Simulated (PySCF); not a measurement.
**C₄H₁₂N₂: spin-spin couplings**

Aim: predict the spin-spin couplings of C₄H₁₂N₂ (`CC(C)CNN`).

The runs use PySCF 2.14.0, with density-fitted response routines of our own; the level of theory stands in each step. All values are computed, except where a source is named. Atoms count from 0, in the outputs and in this text.

### 1 Starting geometry

18 atoms, charge 0, multiplicity 1; geometry from: GFN2-xTB.

Bonds of the start (Å): C0–C1 1.53, C1–C2 1.53, C1–C3 1.53, C3–N4 1.45, N4–N5 1.42, C0–H6 1.09, C0–H7 1.09, C0–H8 1.09, C1–H9 1.09, C2–H10 1.09, C2–H11 1.09, C2–H12 1.09, C3–H13 1.09, C3–H14 1.10, N4–H15 1.02, N5–H16 1.02, N5–H17 1.01.

### 2 Indirect couplings: B3LYP/pcJ-1

Job settings and geometry (Å):

```
{"job": {"kind": "j", "xc": "B3LYP", "basis": "pcJ-1"}, "charge": 0, "multiplicity": 1}
C     -0.953309     1.504479    -0.217605
C     -0.817006    -0.003056    -0.011394
C     -2.003591    -0.722575    -0.648501
C      0.489576    -0.539806    -0.602443
N      1.641576    -0.090090     0.159146
N      2.809966    -0.785593    -0.253181
H     -1.909713     1.851075     0.167476
H     -0.167069     2.044334     0.304014
H     -0.903595     1.749430    -1.277454
H     -0.804992    -0.211444     1.062743
H     -1.934204    -1.796100    -0.492236
H     -2.937251    -0.371734    -0.215132
H     -2.028777    -0.531929    -1.719747
H      0.500250    -1.630572    -0.540133
H      0.555257    -0.262028    -1.669786
H      1.745131     0.923972     0.067167
H      3.198534    -0.427320    -1.129344
H      3.510459    -0.694725     0.475236
```

With the program's defaults for keys left out, this is: B3LYP/pcJ-1 indirect spin-spin coupling, non-relativistic, gas phase.

The run is started by

```
$ OMP_NUM_THREADS=1 python probes_run.py task.json out
```

The driver reads the jobs from task.json and runs them one after another.

What will the session give for the following? largest coupling of the table (B3LYP/pcJ-1). Wanted: largest coupling of the table.

As calculated:

| quantity | value |
| --- | --- |
| largest coupling of the table (B3LYP/pcJ-1) | 1J(C,H) C3–H13, 139.1 Hz |

**Reading.** In the run at B3LYP/pcJ-1, the largest coupling of the table is C3–H13 (mean over like pairs), 139.1 Hz, of which the Fermi-contact term gives 137.8 Hz. Couplings across rotatable bonds belong to this one conformer; where others are populated, the observed values are averages, and the simulated multiplets take (2 J gauche + J anti)/3 across rotating chain bonds.
